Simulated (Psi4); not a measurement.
Psi4 input (wB97X-D/6-311+G**):

```
memory 1500 MB

molecule {
0 1
C    -0.93142677   -0.09091136    0.00145351
O    -0.72481975   -1.27177619   -0.01909734
O     0.00102861    0.86771547    0.01461126
H    -1.92588670    0.37448781    0.01247871
C     1.36673924    0.41140192    0.00254944
H     1.97490570    1.31077974    0.01574845
H     1.56756136   -0.20280897    0.87923757
H     1.56187403   -0.17291625   -0.89559380
symmetry c1
no_reorient
no_com
}

set {
  basis 6-311+G**
  reference rks
  scf_type df
  df_basis_scf def2-universal-jkfit
  dft_radial_points 99
  dft_spherical_points 590
  e_convergence 1e-8
  d_convergence 1e-7
  maxiter 150
}

e = energy('wb97x-d')
print_out(f'\nFINAL {e:.10f} DIPOLE {variable("CURRENT DIPOLE")[0]:.6f} {variable("CURRENT DIPOLE")[1]:.6f} {variable("CURRENT DIPOLE")[2]:.6f}\n')
```

Question: Predict the final energy.

Answer: -229.05864 Eh.
